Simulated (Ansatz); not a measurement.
# AlH₃+ (doublet): the correlation ladder at distance Al1–H3 = 1.243 Å, cc-pVDZ

How much of the correlation energy of AlH₃+ (doublet) does each wave-function method recover here?

Computed with Ansatz 0.2.0, Gaussian basis. Level: cc-pVDZ, core rule «outside noble gas», up to 5 orbitals frozen.

Plan: UHF; CCSD(T) on ROHF; CCSD(T) on UHF; BCCD(T) on ROHF; CISD; CCSDT(Q) on ROHF; CCSDT(Q) on UHF; CASSCF and MRCISD+Q, 3 electrons in 3 orbitals; CASSCF and NEVPT2, 3 electrons in 3 orbitals; Full CI.

39 further runs of the same task are left out: 20 for a known fault of the program, 14 that didn't finish, 5 set aside as unsound or not needed.

## (1) What is computed

The geometry derives from a PBE0/def2-TZVP stationary point (not a proven minimum). One bond is set to the value named and the two fragments are kept rigid.

4 atoms, charge 1, spin multiplicity 2.

Atoms are counted from 1 here; the program's logs count them from 0.

Bond lengths: Al1–H2 1.560 Å, Al1–H3 1.243 Å. Angles: H2–Al1–H3 167.6°.

In the tables R marks a restricted open-shell determinant and U an unrestricted one; 'pair' is the active space of 3 electrons in 3 orbitals; energies count from the table's Hartree-Fock row.

## (2) UHF

File in.yaml:

```yaml
crystal:
  periodic: [false, false, false]
  atoms:
    - {symbol: Al, position_ang: [0.000000, 0.058298, 0.010599]}
    - {symbol: H, position_ang: [0.000000, 0.227340, -1.540599]}
    - {symbol: H, position_ang: [0.000000, 0.192958, 1.246283]}
    - {symbol: H, position_ang: [0.000000, -1.980874, 0.010599]}
basis:
  gaussian: {orbitals: cc-pVDZ}
total_charge: 1
magnetization: {spin_polarized: true, initial_magnetization: 1}
hamiltonian: {xc: hf}
output: {orbitals: {seedname: orbitals}}
```

Run with:

```console
$ ansatz run in.yaml --threads 1 --pin off --events-out ev --progress --plain --max-ram 2393MiB
```

The program printed:

```text
Functional definition: HF
  name "HF"
  cite "Fock, Z. Phys. 61, 126 (1930) doi:10.1007/BF01340294"
  parent pbe
  exchange = exact_x
  correlation = 0
308 factors; integrals over basis functions are off by at most 1.6e-3 eV
mean field evaluation 1: about -6617.9830 eV, gradient 7.3e0 eV
mean field evaluation 2: about -6617.9838 eV, gradient 7.3e0 eV
mean field evaluation 4: about -6618.8530 eV, gradient 6.5e-1 eV
mean field evaluation 8: about -6618.8645 eV, gradient 2.0e-3 eV
mean field -6618.86445457 eV, -243.2387822780 hartree, gradient 2.3e-5 eV, S^2 0.752375; 0 other end points of the search recorded, 0 dependent functions left out
reference -6618.86445457 eV, -243.2387822780 hartree; 8, 7 occupied and 25, 26 virtual orbitals, 308 factors
Total energy: -6618.86445457 eV, -243.2387822780 hartree
```

Run time: 0.15 s. Hardware: 1 thread of Arm Neoverse V1, shared host.

From the report: ⟨S²⟩ of the determinant 0.752 (pure doublet: 0.75).

## (3) CCSD(T) on ROHF

Changes to in.yaml since step 2:

```diff
@@ -10,4 +10,4 @@
 total_charge: 1
-magnetization: {spin_polarized: true, initial_magnetization: 1}
-hamiltonian: {xc: hf}
-output: {orbitals: {seedname: orbitals}}
+magnetization: {spin_polarized: false, initial_magnetization: 1}
+correlation: {method: ccsd_t, electrons: outside_noble_gas}
+output: {forces: true}
```

The command is unchanged.

The program printed, cut to the lines that bear on the results:

```text
Functional definition: HF
  name "HF"
  cite "Fock, Z. Phys. 61, 126 (1930) doi:10.1007/BF01340294"
  parent pbe
[...]
308 factors; integrals over basis functions are off by at most 1.6e-3 eV
[...]
mean field -6618.85081518 eV, -243.2382810397 hartree, gradient 2.3e-6 eV, S^2 0.750000; 0 other end points of the search recorded, 0 dependent functions left out
5 core orbitals not correlated: weight in the atoms' cores, before any rotation towards them, 1.000 or more for the frozen orbitals, at most 0.000 for the correlated occupied ones
reference -6618.85081518 eV, -243.2382810397 hartree; 3, 2 occupied and 25, 26 virtual orbitals, 308 factors
second order -1.43572942 eV of doubles, -0.00759946 eV of singles
cycle   1  -1.78620765 eV  change   -3.4e-1 eV  update   4.5e-2
[...]
cycle  12  -1.93921316 eV  change    3.4e-6 eV  update   2.1e-6
perturbative correction -0.01768348 eV, -0.0006498559 hartree
[...]
Total energy: -6620.80771182 eV, -243.3101956647 hartree
Atom 0 at     0.000000     0.058298     0.010599 Å, force     0.000000    -0.795352    -9.095706 eV/Å
Atom 1 at     0.000000     0.227340    -1.540599 Å, force    -0.000000    -0.038224    -0.001130 eV/Å
Atom 2 at     0.000000     0.192958     1.246283 Å, force     0.000000     1.015089     9.137702 eV/Å
Atom 3 at     0.000000    -1.980874     0.010599 Å, force    -0.000000    -0.181513    -0.040865 eV/Å
Dipole moment:    -0.000000    -0.188388     0.019282 e Å
```

Wall time 0.84 s (1 thread of Arm Neoverse V1, shared host).

From the report: correlation -1.9569 eV; T1 0.018; largest double amplitude 0.04.

## (4) CCSD(T) on UHF

Changes to in.yaml since step 3:

```diff
@@ -10,3 +10,3 @@
 total_charge: 1
-magnetization: {spin_polarized: false, initial_magnetization: 1}
+magnetization: {spin_polarized: true, initial_magnetization: 1}
 correlation: {method: ccsd_t, electrons: outside_noble_gas}
```

Launched as before.

The program printed, cut to the lines that bear on the results:

```text
Functional definition: HF
  name "HF"
  cite "Fock, Z. Phys. 61, 126 (1930) doi:10.1007/BF01340294"
  parent pbe
[...]
308 factors; integrals over basis functions are off by at most 1.6e-3 eV
[...]
mean field -6618.86445457 eV, -243.2387822780 hartree, gradient 1.7e-6 eV, S^2 0.752375; 0 other end points of the search recorded, 0 dependent functions left out
5 core orbitals not correlated: weight in the atoms' cores, before any rotation towards them, 1.000 or more for the frozen orbitals, at most 0.000 for the correlated occupied ones
reference -6618.86445457 eV, -243.2387822780 hartree; 3, 2 occupied and 25, 26 virtual orbitals, 308 factors
second order -1.43420201 eV of doubles, -0.00000000 eV of singles
cycle   1  -1.77584399 eV  change   -3.4e-1 eV  update   4.4e-2
[...]
cycle  12  -1.92579463 eV  change    3.0e-6 eV  update   1.9e-6
perturbative correction -0.01754947 eV, -0.0006449311 hartree
[...]
Total energy: -6620.80779867 eV, -243.3101988564 hartree
Atom 0 at     0.000000     0.058298     0.010599 Å, force     0.000000    -0.795782    -9.095370 eV/Å
Atom 1 at     0.000000     0.227340    -1.540599 Å, force     0.000000    -0.038286    -0.001393 eV/Å
Atom 2 at     0.000000     0.192958     1.246283 Å, force     0.000000     1.015196     9.137758 eV/Å
Atom 3 at     0.000000    -1.980874     0.010599 Å, force    -0.000000    -0.181128    -0.040995 eV/Å
Dipole moment:     0.000000    -0.188341     0.019244 e Å
```

Run time: 0.87 s. Hardware: 1 thread of Arm Neoverse V1, shared host.

From the report: ⟨S²⟩ of the determinant 0.752 (pure doublet: 0.75); correlation -1.9433 eV; T1 0.013; largest double amplitude 0.04.

## (5) BCCD(T) on ROHF

Changes to in.yaml since step 4:

```diff
@@ -10,4 +10,3 @@
 total_charge: 1
-magnetization: {spin_polarized: true, initial_magnetization: 1}
-correlation: {method: ccsd_t, electrons: outside_noble_gas}
-output: {forces: true}
+magnetization: {spin_polarized: false, initial_magnetization: 1}
+correlation: {method: bccd_t, electrons: outside_noble_gas}
```

The command is unchanged.

The program printed, cut to the lines that bear on the results:

```text
Functional definition: HF
  name "HF"
  cite "Fock, Z. Phys. 61, 126 (1930) doi:10.1007/BF01340294"
  parent pbe
[...]
308 factors; integrals over basis functions are off by at most 1.6e-3 eV
[...]
mean field -6618.85081518 eV, -243.2382810397 hartree, gradient 2.3e-6 eV, S^2 0.750000; 0 other end points of the search recorded, 0 dependent functions left out
5 core orbitals not correlated: weight in the atoms' cores, before any rotation towards them, 1.000 or more for the frozen orbitals, at most 0.000 for the correlated occupied ones
reference -6618.85081518 eV, -243.2382810397 hartree; 3, 2 occupied and 25, 26 virtual orbitals, 308 factors
second order -1.43572942 eV of doubles, -0.00759946 eV of singles
cycle   1  -1.79127568 eV  change   -3.5e-1 eV  update   4.5e-2
[...]
cycle  12  -1.93909232 eV  change    4.3e-6 eV  update   2.3e-6
perturbative correction -0.01811768 eV, -0.0006658123 hartree
Total energy: -6620.80802517 eV, -243.3102071803 hartree
```

Run time: 0.54 s. Hardware: 1 thread of Arm Neoverse V1, shared host.

From the report: correlation -1.9572 eV; largest double amplitude 0.04.

## (6) CISD

Changes to in.yaml since step 5:

```diff
@@ -11,2 +11,2 @@
 magnetization: {spin_polarized: false, initial_magnetization: 1}
-correlation: {method: bccd_t, electrons: outside_noble_gas}
+correlation: {active_space: {ras: {orbitals: [2, 1, 25], electrons: 5, max_holes: 2, max_particles: 2}, fixed_orbitals: true}}
```

Same command.

The program printed:

```text
Functional definition: HF
  name "HF"
  cite "Fock, Z. Phys. 61, 126 (1930) doi:10.1007/BF01340294"
  parent pbe
  exchange = exact_x
  correlation = 0
308 factors; integrals over basis functions are off by at most 1.6e-3 eV
mean field evaluation 1: about -6617.9163 eV, gradient 8.6e0 eV
mean field evaluation 2: about -6617.9171 eV, gradient 8.6e0 eV
mean field evaluation 4: about -6618.8484 eV, gradient 5.6e-1 eV
mean field evaluation 8: about -6618.8508 eV, gradient 6.2e-4 eV
mean field -6618.85081518 eV, -243.2382810397 hartree, gradient 2.3e-6 eV, S^2 0.750000; 0 other end points of the search recorded, 0 dependent functions left out
reference -6618.85081518 eV, -243.2382810397 hartree; 8, 7 occupied and 25, 26 virtual orbitals, 308 factors
state -6620.75411738 eV, -243.3082261054 hartree
Total energy: -6620.75411738 eV, -243.3082261054 hartree
```

Run time: 0.39 s. Hardware: 1 thread of Arm Neoverse V1, shared host.

From the report: 4,222 determinants.

## (7) CCSDT(Q) on ROHF

Changes to in.yaml since step 6:

```diff
@@ -11,2 +11,2 @@
 magnetization: {spin_polarized: false, initial_magnetization: 1}
-correlation: {active_space: {ras: {orbitals: [2, 1, 25], electrons: 5, max_holes: 2, max_particles: 2}, fixed_orbitals: true}}
+correlation: {method: ccsdt_q, electrons: outside_noble_gas}
```

Launched as before.

The program printed, cut to the lines that bear on the results:

```text
Functional definition: HF
  name "HF"
  cite "Fock, Z. Phys. 61, 126 (1930) doi:10.1007/BF01340294"
  parent pbe
[...]
600 factors; integrals over basis functions are off by at most 2.3e-7 eV
[...]
mean field -6618.85085426 eV, -243.2382824758 hartree, gradient 2.3e-6 eV, S^2 0.750000; 0 other end points of the search recorded, 0 dependent functions left out
5 core orbitals not correlated: weight in the atoms' cores, before any rotation towards them, 1.000 or more for the frozen orbitals, at most 0.000 for the correlated occupied ones
reference -6618.85085426 eV, -243.2382824758 hartree; 3, 2 occupied and 25, 26 virtual orbitals, 600 factors
second order -1.43576501 eV of doubles, -0.00759950 eV of singles
cycle   1  -1.78621993 eV  change   -3.4e-1 eV  update   4.6e-2
[...]
cycle  16  -1.96444658 eV  change   -2.1e-7 eV  update   2.0e-7
perturbative correction -0.00037437 eV, -0.0000137579 hartree
Total energy: -6620.81567522 eV, -243.3104883142 hartree
```

Run time: 3.5 s. Hardware: 1 thread of Arm Neoverse V1, shared host.

From the report: correlation -1.9648 eV; T1 0.019; largest double amplitude 0.04.

## (8) CCSDT(Q) on UHF

Changes to in.yaml since step 7:

```diff
@@ -10,3 +10,3 @@
 total_charge: 1
-magnetization: {spin_polarized: false, initial_magnetization: 1}
+magnetization: {spin_polarized: true, initial_magnetization: 1}
 correlation: {method: ccsdt_q, electrons: outside_noble_gas}
```

The command is unchanged.

The program printed, cut to the lines that bear on the results:

```text
Functional definition: HF
  name "HF"
  cite "Fock, Z. Phys. 61, 126 (1930) doi:10.1007/BF01340294"
  parent pbe
[...]
600 factors; integrals over basis functions are off by at most 2.3e-7 eV
[...]
mean field -6618.86449352 eV, -243.2387837094 hartree, gradient 1.8e-6 eV, S^2 0.752375; 0 other end points of the search recorded, 0 dependent functions left out
5 core orbitals not correlated: weight in the atoms' cores, before any rotation towards them, 1.000 or more for the frozen orbitals, at most 0.000 for the correlated occupied ones
reference -6618.86449352 eV, -243.2387837094 hartree; 3, 2 occupied and 25, 26 virtual orbitals, 600 factors
second order -1.43423769 eV of doubles, -0.00000000 eV of singles
cycle   1  -1.77585641 eV  change   -3.4e-1 eV  update   4.5e-2
[...]
cycle  15  -1.95083361 eV  change   -4.5e-7 eV  update   4.6e-7
perturbative correction -0.00037366 eV, -0.0000137318 hartree
Total energy: -6620.81570079 eV, -243.3104892540 hartree
```

It took 3.2 s on 1 thread of Arm Neoverse V1, shared host.

From the report: ⟨S²⟩ of the determinant 0.752 (pure doublet: 0.75); correlation -1.9512 eV; T1 0.014; largest double amplitude 0.04.

## (9) CASSCF and MRCISD+Q, 3 electrons in 3 orbitals

Changes to in.yaml since step 8:

```diff
@@ -10,3 +10,3 @@
 total_charge: 1
-magnetization: {spin_polarized: true, initial_magnetization: 1}
-correlation: {method: ccsdt_q, electrons: outside_noble_gas}
+magnetization: {spin_polarized: false, initial_magnetization: 1}
+correlation: {method: fic_mrcisd_q, electrons: outside_noble_gas, active_space: {window: {electrons: 3, orbitals: 3}}}
```

The command is unchanged.

The program printed, cut to the lines that bear on the results:

```text
Functional definition: HF
  name "HF"
  cite "Fock, Z. Phys. 61, 126 (1930) doi:10.1007/BF01340294"
  parent pbe
[...]
308 factors; integrals over basis functions are off by at most 1.6e-3 eV
[...]
mean field -6618.85081518 eV, -243.2382810397 hartree, gradient 2.3e-6 eV, S^2 0.750000; 0 other end points of the search recorded, 0 dependent functions left out
reference -6618.85081518 eV, -243.2382810397 hartree; 8, 7 occupied and 25, 26 virtual orbitals, 308 factors
state -6619.27681060 eV, -243.2539360828 hartree
contracted CI cycle   1: correlation 0.00000000 eV, 0.0000000000 hartree, residual 9.19e0 eV
contracted CI cycle   2: correlation -1.43960299 eV, -0.0529044341 hartree, residual 1.61e0 eV
contracted CI cycle   3: correlation -1.49004958 eV, -0.0547583122 hartree, residual 5.36e-1 eV
contracted CI cycle   4: correlation -1.49664586 eV, -0.0550007209 hartree, residual 1.98e-1 eV
contracted CI cycle   5: correlation -1.49775753 eV, -0.0550415741 hartree, residual 7.81e-2 eV
contracted CI cycle   6: correlation -1.49792130 eV, -0.0550475926 hartree, residual 3.34e-2 eV
contracted CI cycle   7: correlation -1.49794408 eV, -0.0550484296 hartree, residual 1.18e-2 eV
contracted CI cycle   8: correlation -1.49794698 eV, -0.0550485362 hartree, residual 4.47e-3 eV
contracted CI cycle   9: correlation -1.49794747 eV, -0.0550485541 hartree, residual 1.76e-3 eV
contracted CI cycle  10: correlation -1.49794754 eV, -0.0550485566 hartree, residual 7.03e-4 eV
state -6619.27681060 eV, -243.2539360828 hartree; corrected -6620.82807269 eV, -243.3109439130 hartree
Total energy: -6620.82807269 eV, -243.3109439130 hartree
```

Wall time 0.51 s (1 thread of Arm Neoverse V1, shared host).

From the report: 9 determinants; active occupations 1.97, 1.00, 0.03.

## (10) CASSCF and NEVPT2, 3 electrons in 3 orbitals

Changes to in.yaml since step 9:

```diff
@@ -11,2 +11,2 @@
 magnetization: {spin_polarized: false, initial_magnetization: 1}
-correlation: {method: fic_mrcisd_q, electrons: outside_noble_gas, active_space: {window: {electrons: 3, orbitals: 3}}}
+correlation: {method: sc_nevpt2, electrons: outside_noble_gas, active_space: {window: {electrons: 3, orbitals: 3}}}
```

Same command.

The program printed:

```text
Functional definition: HF
  name "HF"
  cite "Fock, Z. Phys. 61, 126 (1930) doi:10.1007/BF01340294"
  parent pbe
  exchange = exact_x
  correlation = 0
308 factors; integrals over basis functions are off by at most 1.6e-3 eV
mean field evaluation 1: about -6617.9163 eV, gradient 8.6e0 eV
mean field evaluation 2: about -6617.9171 eV, gradient 8.6e0 eV
mean field evaluation 4: about -6618.8484 eV, gradient 5.6e-1 eV
mean field evaluation 8: about -6618.8508 eV, gradient 6.2e-4 eV
mean field -6618.85081518 eV, -243.2382810397 hartree, gradient 2.3e-6 eV, S^2 0.750000; 0 other end points of the search recorded, 0 dependent functions left out
reference -6618.85081518 eV, -243.2382810397 hartree; 8, 7 occupied and 25, 26 virtual orbitals, 308 factors
state -6619.27681060 eV, -243.2539360828 hartree
state -6619.27681060 eV, -243.2539360828 hartree; corrected -6620.32742794 eV, -243.2925455579 hartree
Total energy: -6620.32742794 eV, -243.2925455579 hartree
```

Run time: 0.39 s. Hardware: 1 thread of Arm Neoverse V1, shared host.

From the report: 9 determinants; active occupations 1.97, 1.00, 0.03.

## (11) Full CI

Changes to in.yaml since step 10:

```diff
@@ -11,2 +11,2 @@
 magnetization: {spin_polarized: false, initial_magnetization: 1}
-correlation: {method: sc_nevpt2, electrons: outside_noble_gas, active_space: {window: {electrons: 3, orbitals: 3}}}
+correlation: {method: fci, electrons: outside_noble_gas}
```

The command is unchanged.

The program printed:

```text
Functional definition: HF
  name "HF"
  cite "Fock, Z. Phys. 61, 126 (1930) doi:10.1007/BF01340294"
  parent pbe
  exchange = exact_x
  correlation = 0
600 factors; integrals over basis functions are off by at most 2.3e-7 eV
mean field evaluation 1: about -6617.9163 eV, gradient 8.6e0 eV
mean field evaluation 2: about -6617.9172 eV, gradient 8.6e0 eV
mean field evaluation 4: about -6618.8485 eV, gradient 5.6e-1 eV
mean field evaluation 8: about -6618.8509 eV, gradient 6.2e-4 eV
mean field -6618.85085426 eV, -243.2382824758 hartree, gradient 2.3e-6 eV, S^2 0.750000; 0 other end points of the search recorded, 0 dependent functions left out
mean field evaluation 16: about -6618.8632 eV, gradient 1.9e-1 eV
5 core orbitals not correlated: weight in the atoms' cores, before any rotation towards them, 1.000 or more for the frozen orbitals, at most 0.000 for the correlated occupied ones
reference -6618.85085426 eV, -243.2382824758 hartree; 3, 2 occupied and 25, 26 virtual orbitals, 600 factors
state -6620.81585680 eV, -243.3104949872 hartree
Total energy: -6620.81585680 eV, -243.3104949872 hartree
```

Wall time 3.6 s (1 thread of Arm Neoverse V1, shared host).

From the report: 630,336 determinants, symmetry A'.

## (12) Natural occupations

Natural occupations of the FCI state about the gap (report; correlated orbitals 1 to 10): 1.960, 1.948, 1.000, 0.029, 0.011, 0.011, 0.011, 0.008, 0.008, 0.005. The count of effectively unpaired electrons, Σ n²(2 − n)², is 1.02; a single determinant of this spin has 1.

## (13) Misses and costs

The yardstick is full CI for this spin, exact in this basis with these frozen cores. Rows without a time come out of other runs: HF, MP2 and CCSD of CCSD(T), CCSDT of CCSDT(Q), CASSCF and MRCISD of the multireference runs. The times of RCCSD(T), UCCSD(T) include forces.

```
       method  energy from the lowest RHF (kJ/mol)  from FCI (kJ/mol)    time
          RHF                                  0.0             +189.6        
          UHF                                 -1.3             +188.3        
         RMP2                               -139.3              +50.3        
         UMP2                               -139.7              +49.9        
         CISD                               -183.6               +6.0  0.39 s
        RCCSD                               -187.1               +2.5        
        UCCSD                               -187.1               +2.5        
     RCCSD(T)                               -188.8               +0.8  0.84 s
     UCCSD(T)                               -188.8               +0.8  0.87 s
      BCCD(T)                               -188.8               +0.8  0.54 s
       RCCSDT                               -189.5               +0.1        
       UCCSDT                               -189.5               +0.1        
    RCCSDT(Q)                               -189.6                0.0   3.5 s
    UCCSDT(Q)                               -189.6                0.0   3.2 s
  CASSCF pair                                -41.1             +148.5        
  NEVPT2 pair                               -142.5              +47.1  0.39 s
  MRCISD pair                               -185.6               +4.0        
MRCISD+Q pair                               -190.8               -1.2  0.51 s
          FCI                               -189.6                  0   3.6 s
```

Among the levels timed on like hardware and quicker than the yardstick, those that no quicker one beats, quickest first: CISD (0.39 s, +6.0 kJ/mol); MRCISD+Q pair (0.51 s, -1.2 kJ/mol); BCCD(T) (0.54 s, +0.8 kJ/mol); UCCSDT(Q) (3.2 s, 0.0 kJ/mol). Runs this short are mostly start-up, so their order is noise.

## (14) Results

| quantity | value |
| --- | --- |
| FCI below the RHF energy | -1.9650 eV |
| RMP2 from FCI | +50.3 kJ/mol |
| UMP2 from FCI | +49.9 kJ/mol |
| RCCSD from FCI | +2.5 kJ/mol |
| RCCSD(T) from FCI | +0.8 kJ/mol |
| UCCSD(T) from FCI | +0.8 kJ/mol |
| RCCSDT(Q) from FCI | 0.0 kJ/mol |
| UCCSDT(Q) from FCI | 0.0 kJ/mol |
| NEVPT2 pair from FCI | +47.1 kJ/mol |
| MRCISD+Q pair from FCI | -1.2 kJ/mol |
| levels within 1 kcal/mol (43 meV) | RCCSD, UCCSD, RCCSD(T), UCCSD(T), BCCD(T), RCCSDT, UCCSDT, RCCSDT(Q), UCCSDT(Q), MRCISD pair, MRCISD+Q pair |
| T1 diagnostic | 0.018 |
| effectively unpaired electrons | 1.02 |

What this shows: RCCSD(T) misses by +0.8 kJ/mol, 0.4 % of the correlation energy. MRCISD+Q pair falls below full CI: the +Q correction isn't variational, and the cores differ from full CI's. One determinant dominates. Of the multireference levels listed MRCISD+Q pair comes nearest in total energy (-1.2 kJ/mol), which doesn't show that its space is the better one. These misses are within one basis, not against nature; the frozen cores of restricted and unrestricted runs differ, which can shift their rows.
